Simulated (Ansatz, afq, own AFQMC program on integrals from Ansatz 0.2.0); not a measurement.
Integrals from Ansatz 0.2.0, then the random walk in our own AFQMC program (afq).

```yaml
crystal:
  periodic: [false, false, false]
  atoms:
    - {symbol: Al, position_ang: [1.315169, 0.316429, -0.084604]}
    - {symbol: C, position_ang: [1.529332, 2.181368, 0.532644]}
    - {symbol: C, position_ang: [0.722381, 0.018765, -1.946103]}
    - {symbol: H, position_ang: [2.205352, 2.729058, -0.148269]}
    - {symbol: H, position_ang: [0.552299, 2.696877, 0.495589]}
    - {symbol: H, position_ang: [1.922766, 2.277147, 1.555738]}
    - {symbol: H, position_ang: [0.547864, -1.037036, -2.201791]}
    - {symbol: H, position_ang: [-0.209802, 0.579105, -2.140830]}
    - {symbol: H, position_ang: [1.484039, 0.413886, -2.642675]}
basis:
  gaussian: {orbitals: def2-SVP}
magnetization: {spin_polarized: true, initial_magnetization: 1}
correlation: {method: ccsd_t, electrons: outside_noble_gas, hamiltonian_folder: ham}
```

```sh
$ ansatz run in.yaml --threads 1 --pin off --events-out ev --progress --plain --max-ram 16896MiB --backend cuda --devices 0, --max-vram 18GiB
```

afq runs on the folder ham with

```
--method phaseless --trial hf --walkers 4000 --populations 20 --least-time 40 --time-step 0.005 --steps-per-block 20 --equilibration-blocks 112 --max-blocks 4000 --target-error 0.0012000 --factor-cut 1e-05 --start spin_pure --seed 1483 --taylor-order 6
```

Times are imaginary, in 1/Eh. The walk had a cap of 128 s. With eight or more populations the least sampling time is a fifth of least-time, and the error comes from their spread.

Log:

```
orbitals 69  electrons 9 8  factors 575 of 766
reference energy -320.98448491 Eh
CCSD correlation -0.38418102 Eh in 11 cycles, weight of the determinant in the CISD state 0.8536
energy of the start -320.984541 Eh
 block  time / (1/Eh)  mean weight  energy / Eh
     1     0.100  1.0022  -321.078239
     2     0.200  1.0021  -321.145780
     3     0.300  1.0025  -321.195817
     4     0.400  1.0028  -321.233271
     5     0.500  1.0025  -321.261761
     7     0.700  1.0013  -321.302712
     9     0.900  1.0013  -321.327131
    11     1.100  1.0006  -321.343994
    21     2.100  1.0004  -321.374245
    31     3.100  0.9996  -321.374465
    41     4.100  1.0000  -321.373655
    51     5.100  1.0001  -321.378517
    61     6.100  1.0003  -321.380935
    71     7.100  1.0001  -321.382238
    81     8.100  0.9998  -321.389030
    86     8.600  1.0001  -321.389824
    91     9.100  0.9995  -321.382449
   101    10.100  1.0001  -321.384447
   111    11.100  1.0002  -321.385741
   121    12.100  1.0003  -321.383400
   131    13.100  1.0002  -321.389212
   141    14.100  1.0004  -321.387576
   151    15.100  1.0006  -321.382809
   161    16.100  1.0001  -321.381609
   171    17.100  1.0003  -321.377030
   181    18.100  1.0000  -321.383124
   191    19.100  0.9999  -321.384975
   201    20.100  1.0000  -321.378190
error from the spread of 20 populations
energy -321.382817 +/- 0.001124 Eh
(rows thinned)
```

The run passed its tests (sampling time, drift between the halves within three errors, error under three times the target), which doesn't prove that it has relaxed. The second half of the sampling lies above the first by 1.7 errors of their difference, so the energy may still be moving and its error bar be too small.

Against this walk (error 30.6 meV) on the same determinant: CCSD(T) 94.1 meV higher, CCSDT(Q) 50.8 meV higher (within the noise), a separate phaseless walk with a CISD trial and standard settings 65.5 ± 31.0 meV higher. The error is statistical and leaves out the bias of the constraint.

Cautions: constraint bias not in the error.

The walk took 77 s on 1 × NVIDIA H100 80GB HBM3 with 2 threads of AMD EPYC 7R13 Processor (Zen 3) (shared host) (the card was shared). The log's last line is the phaseless energy.

CCSDT and higher add their correlation energy to the determinant of the CCSD(T) run, since their own runs factorise the integrals more tightly (a shift of under 2 meV).
